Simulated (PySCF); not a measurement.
**Core-level binding energies of `FC(Cl)(Cl)Cl`**

CCl₃F.
Bonds: F1–C2, C2–Cl3, C2–Cl4, C2–Cl5.

Method: PySCF, delta-SCF UKS SCAN, pcX-3 on the ionised atom, pcseg-2 elsewhere, spin-free X2C. Vertical ΔSCF values, vacuum level as zero.

Problem. What binding energy does each computed site have?

Solution. 
```tsv
atom(s)	bonded to	level	binding energy (eV)	2p1/2 (eV)	count
Cl3/Cl4/Cl5	C	Cl 2p3/2	207.14	208.80	3
C2	F and 3 Cl	C 1s	297.76	–	1
F1	C	F 1s	694.24	–	1
Cl3/Cl4/Cl5	C	Cl 1s	2829.78	–	3
```

Problem. Express the binding energy of F 1s of F1 in atomic units and per mole.

Solution. 694.24 eV = 25.5128 Eh = 66984 kJ/mol.

The first atom of each set that the bonding makes equivalent was ionised and stands for the set. The 2p values add to the ΔSCF energy of one spin-free hole a correction within the shell (spin–orbit coupling, ligand field). 2p1/2 minus 2p3/2 (ligand field included): Cl 1.66 eV. Geometry: PBE0-D3(BJ)/def2-TZVP; no solvent, vibrations or thermal averaging.
